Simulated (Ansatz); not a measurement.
We consider rock-salt ZrC, described by r²SCAN (Ansatz, an electronic-structure program, PAW).

Settings: plane-wave cutoff 560 eV, 20×20×20 k mesh, Fermi–Dirac smearing 0.05 eV, scalar-relativistic PAW data made under PBE.

Results at a series of volumes:

```tsv
V (Å³/atom)	E − E_lowest (meV/atom)	P (GPa)
12.288	37.47	16.10
12.549	16.10	10.19
12.811	3.90	4.85
13.072	0.00	0.01
13.334	3.61	-4.36
13.595	14.02	-8.33
13.857	30.58	-11.91
```

### Question
What bulk modulus B0 and pressure derivative B′ does a third-order Birch–Murnaghan fit give?

### Answer
V0 = 13.073 Å³/atom, B0 = 230 GPa, B′ = 4.0 (fit to the energies at full precision).

Measured, for comparison: bulk modulus 223 GPa (temperature not stated, no zero-point or thermal correction, from single-crystal elastic constants, our sources range from 208 to 223; as tabulated in arXiv:1102.4063); equilibrium volume per atom 12.95 Å³/atom (temperature not stated, no zero-point or thermal correction; as tabulated in Zhang et al. (2018), doi:10.1088/1367-2630/aac7f0). Computed (rounded) less measured: bulk modulus +3 % (+3 % to +11 % over the range), equilibrium volume per atom +0.9 %. A static lattice is as a rule a little smaller and stiffer than an uncorrected measurement, which narrows the difference in the bulk modulus and would widen misses of the other sign.

The computed numbers hold no vibrational or temperature effects.
